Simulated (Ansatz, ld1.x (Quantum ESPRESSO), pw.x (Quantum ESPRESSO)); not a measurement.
## Which Al potential is closest to all-electron in the bcc crystal?

All use PBEsol, scalar-relativistic, no spin, cutoffs from each file’s atomic test, pw.x 7.5; 14³ k-points, Fermi–Dirac smearing 0.01 Ry. Δ is the rms difference from all-electron LAPW of the E(V) curves that follow from fits to the pressures, over ±6 % in volume. Mesh and smearing are coarse and serve the comparison alone. The files are a selection: those with a ghost or negative overlap were mostly not run, and those with noisy or unconverged pressures or nearly equal Δ are left out.

All-electron: a0 = 3.215 Å (V0 = 16.61 Å³/atom), B0 = 72.6 GPa.

Question: Rank them by Δ, smallest first.
A. ultrasoft, ld1.x (Quantum ESPRESSO) 7.5, PBEsol; core [Ne], reference 3s2 3p1; waves: 3s (bound): rcut 1.55, rcutus 1.80 bohr; 3s channel at 4.3 Ry: rcut 1.55, rcutus 1.80 bohr; 3p (bound): rcut 2.60, rcutus 2.75 bohr; 3p channel at 0.25 Ry: rcut 2.60, rcutus 2.75 bohr; 3d channel at 0.4 Ry: rcut 1.80, rcutus 2.45 bohr; 3d channel at 0.75 Ry: rcut 1.80, rcutus 2.45 bohr; local part: all-electron potential smoothed inside 1.85 bohr (lloc = -1); core correction: a·sin(br)/r model core inside 1.45 bohr; augmentation: PSQ, radius 1.55 bohr.
B. norm-conserving Troullier–Martins (Kleinman–Bylander form), ld1.x (Quantum ESPRESSO) 7.5, PBEsol; core [Ne], reference 3s1 3p0; waves: 3s (bound): rc 1.65 bohr; 3p (bound, empty): rc 2.00 bohr; 3d channel at -0.15 Ry: rc 1.85 bohr; local part: all-electron potential smoothed inside 1.25 bohr (lloc = -2); core correction: none.
C. norm-conserving Troullier–Martins (Kleinman–Bylander form), ld1.x (Quantum ESPRESSO) 7.5, PBEsol; core [Ne], reference 3s2 3p1; waves: 3p (bound): rc 2.95 bohr; 3d channel at 0.05 Ry: rc 2.65 bohr; 3s (bound): rc 1.45 bohr; local part: the s channel; core correction: Bessel-smoothed model core inside 1.20 bohr.

Answer: B (0.7 meV/atom), A (1.9 meV/atom), C (3.6 meV/atom).
